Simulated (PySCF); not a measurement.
**C5H5: g tensor and hyperfine couplings**

Species: C5H5 (doublet state).
Geometry (GFN2-xTB, Å), atoms numbered from 1 in this order:
```xyz
10
C5H5 angstrom
C      2.608    0.138   -0.097
C      1.277    0.233   -0.034
C      0.048    0.322    0.026
C     -1.326    0.429    0.101
C     -2.166   -0.623    0.021
H      3.232    1.012   -0.015
H      3.088   -0.816   -0.232
H     -1.722    1.430    0.232
H     -1.797   -1.625   -0.112
H     -3.232   -0.495    0.087
```

The hyperfine couplings belong to this conformer and change with its torsions.

The species is `[CH2]C#CC=C` [radical].

Method: UKS B3LYP, pcH-1 on C H, non-relativistic, mean-field spin-orbit, GIAO (PySCF). Geometry: GFN2-xTB; no solvent, vibrations or thermal averaging. The geometry wasn't refined by DFT: couplings that depend on bond lengths, twists or pyramidal angles can differ widely from those at the functional's own minimum. No stability test was run, so a lower SCF solution isn't excluded. ⟨S²⟩ is 0.790 where a pure state has 0.75.

- g1, g2, g3: 2.00218, 2.00285, 2.00313
- g_iso: 2.00272
- Form of g: rhombic: the two nearest values differ by 29 % of g3 − g1
- ⟨S²⟩: 0.7898 (exact 0.7500)
- Total energy: -193.43662 Eh

Hyperfine couplings atom by atom, in 10⁻⁴ cm⁻¹; T1 to T3 are the principal values of the dipolar part; ρ(0) is the spin density at the nucleus (1 × 10⁻⁴ cm⁻¹ = 2.998 MHz):

| atom | isotope | a_iso | T1 | T2 | T3 | Mulliken spin population | ρ(0) (bohr⁻³) |
| --- | --- | --- | --- | --- | --- | --- | --- |
| C1 | 13C | 17.1 | -16.1 | -15.8 | 31.9 | 0.63 | 0.0457 |
| C2 | 13C | -19.0 | -7.4 | 0.0 | 7.4 | -0.25 | -0.0506 |
| C3 | 13C | 15.1 | -13.9 | -9.8 | 23.7 | 0.47 | 0.0402 |
| C4 | 13C | -12.4 | -8.3 | 3.5 | 4.8 | -0.21 | -0.0331 |
| C5 | 13C | 12.8 | -11.0 | -10.5 | 21.6 | 0.43 | 0.0341 |
| H6 | 1H | -14.4 | -7.5 | -0.2 | 7.6 | -0.03 | -0.0097 |
| H7 | 1H | -14.4 | -7.4 | -0.2 | 7.6 | -0.03 | -0.0097 |
| H8 | 1H | 4.6 | -1.2 | -0.8 | 2.0 | 0.01 | 0.0031 |
| H9 | 1H | -8.7 | -4.3 | -0.5 | 4.8 | -0.02 | -0.0059 |
| H10 | 1H | -9.0 | -5.4 | -0.1 | 5.5 | -0.02 | -0.0060 |

The Mulliken spin populations are largest on C1 (+0.63), C3 (+0.47), C5 (+0.43) and C2 (-0.25). Three atoms exceed +0.15. The angles at C1 add up to 360.0°, so it is planar.

Axes: g1 is normal to the molecular plane and g3 points within 2° of the C1–C2 bond.

Under fast tumbling the dipolar parts average out, and these isotropic splittings remain: 1 × 1H (H7, I = 1/2, 2 lines) with 1.54 mT, 1 × 1H (H6, I = 1/2, 2 lines) with 1.54 mT, 1 × 1H (H10, I = 1/2, 2 lines) with 0.96 mT, 1 × 1H (H9, I = 1/2, 2 lines) with 0.93 mT and 1 × 1H (H8, I = 1/2, 2 lines) with 0.50 mT.

H6 and H7 aren't averaged: C1 is flat or nearly so (angle sum 360°), and its turn about the short C1–C2 bond (1.34 Å) is taken as slow.

The 13C coupling of C2 (-56.9 MHz) shows only in satellite lines or after enrichment, since that isotope makes up about 1.07 % of natural carbon.
